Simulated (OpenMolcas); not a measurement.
# CH3FS (SMILES FCS) at HF/6-311++G(3df,3pd) (RICD fitting)

What is the electrostatic solvation energy at fixed shape (PCM, cyclohexane) of CH3FS at HF/6-311++G(3df,3pd) (RICD fitting)? 

The calculation is run with OpenMolcas 26.06.

5 further runs of the same task are left out: 1 that didn't finish, 4 set aside as unsound or not needed.

### 1 The structure to begin with

The species is CH3FS (6 atoms), meant as a singlet with charge 0. As SMILES, `FCS`. The coordinates come from a GFN2-xTB relaxation. This is one conformer, not always the lowest.

Bond lengths: F1–C2 1.359 Å, C2–S3 1.820 Å, C2–H4 1.093 Å, C2–H5 1.092 Å, S3–H6 1.332 Å. Angles: F1–C2–S3 111.9°, F1–C2–H4 107.9°, F1–C2–H5 108.3°, S3–C2–H4 110.2°, S3–C2–H5 106.9°, C2–S3–H6 95.9°, H4–C2–H5 111.7°.

### 2 The energy at HF/6-311++G(3df,3pd) (RICD fitting)

job.input reads:

```
>>> EXPORT MOLCAS_PRINT=2

&gateway
 baslib=$CurrDir
 coord
 6
 bohr
 F      1.24784285     0.25586892    -2.47470974
 C     -0.05087143    -0.77138620    -0.51232365
 S     -1.52410191     1.63788232     1.44972229
 H      1.27422343    -1.89044422     0.60845402
 H     -1.57357494    -1.93443704    -1.27896664
 H      0.62646311     2.70249733     2.20784262
 basis=6-311ppG3df3pd
 group=NoSym
 ricd

&seward

&scf
 prorbitals=1 2
```

The basis set 6-311++G(3df,3pd) is read from a file made from the Basis Set Exchange's data (not shown).

The run is started by

```sh
$ export MOLCAS_MEM=1860
$ pymolcas job.input > job.log
```

The log of the run:

```text
--- Start Module: gateway ---
[...]
--- Stop Module: gateway /rc=_RC_ALL_IS_WELL_ ---
--- Start Module: seward ---
[...]
      Basis functions          179
--- Stop Module: seward /rc=_RC_ALL_IS_WELL_ ---
[...]
--- Start Module: scf ---
[...]
       Convergence after  11 Iterations
[...]
::    Total SCF energy                               -536.6361335184
[...]
      Total spin, S                                     0.0000000000
[...]
      Total electronic charge=   34.000000
      Total            charge=   -0.000000
[...]
      Dipole Moment (debye):
      Origin of the operator (angstrom)=   -0.2029    0.3756   -0.0422
                   X=  2.7235E-01               Y= -1.1755E+00               Z=  9.6569E-01           Total=  1.5455E+00
      Quadrupole Moment (debye*angstrom):
[...]
--- Stop Module: scf /rc=_RC_ALL_IS_WELL_ ---
[...]
```

It took 15 s on 1 thread of Arm Neoverse V2, shared host; peak memory 0.23 GiB.

### 3 A single-point energy at HF/6-311++G(3df,3pd) (RICD fitting, PCM cyclohexane)

job.inp reads:

```
&GATEWAY
 BasLib=$CurrDir
 Coord
 6
 bohr
 F      1.24784285     0.25586892    -2.47470974
 C     -0.05087143    -0.77138620    -0.51232365
 S     -1.52410191     1.63788232     1.44972229
 H      1.27422343    -1.89044422     0.60845402
 H     -1.57357494    -1.93443704    -1.27896664
 H      0.62646311     2.70249733     2.20784262
 Basis=6-311ppG3df3pd
 Group=NoSym
 RICD
 RF-Input
 PCM-Model
 Solvent=cyclohexane
 End of RF-Input

&SEWARD

&SCF
 PrOrbitals=1 2
```

The basis set 6-311++G(3df,3pd) is read from a file made from the Basis Set Exchange's data (not shown).

The run is started by

```sh
$ export MOLCAS_MEM=1860
$ pymolcas job.inp > job.log
```

The log of the run:

```text
--- Start Module: gateway ---
[...]
--- Stop Module: gateway /rc=_RC_ALL_IS_WELL_ ---
--- Start Module: seward ---
[...]
      Basis functions          179
--- Stop Module: seward /rc=_RC_ALL_IS_WELL_ ---
[...]
--- Start Module: scf ---
[...]
       Convergence after  11 Iterations
[...]
::    Total SCF energy                               -536.6383807386
[...]
      Total spin, S                                     0.0000000000
[...]
      Total electronic charge=   34.000000
      Total            charge=   -0.000000
[...]
      Dipole Moment (debye):
      Origin of the operator (angstrom)=   -0.2029    0.3756   -0.0422
                   X=  3.2221E-01               Y= -1.2790E+00               Z=  1.0454E+00           Total=  1.6830E+00
      Quadrupole Moment (debye*angstrom):
[...]
--- Stop Module: scf /rc=_RC_ALL_IS_WELL_ ---
[...]
```

Wall time 20 s (1 thread of Arm Neoverse V2, shared host); peak memory 0.23 GiB.

### 4 Results

Level: HF/6-311++G(3df,3pd) (RICD fitting).

| quantity | value |
| --- | --- |
| gas phase: total energy | -536.63613 Eh |
| gas phase: dipole moment | 1.55 D |
| gas phase: HOMO energy | -10.45 eV |
| gas phase: LUMO energy | 1.13 eV |
| gas phase: HOMO–LUMO gap | 11.58 eV |
| PCM, cyclohexane: total energy | -536.63838 Eh |
| PCM, cyclohexane: dipole moment | 1.68 D |
| PCM, cyclohexane: HOMO energy | -10.42 eV |
| PCM, cyclohexane: LUMO energy | 1.21 eV |
| PCM, cyclohexane: HOMO–LUMO gap | 11.63 eV |
| energy change from gas to solvent at fixed shape | -0.061 eV |

What this shows: The solvent model (PCM, cyclohexane) lowers the energy by 0.06 eV (−1.4 kcal/mol) at the same shape. It holds the electrostatic part alone, without cavity or dispersion terms. Mulliken charges (gas phase) run from -0.43 on F1 to +0.53 on C2; in a basis this large or diffuse they mean little.
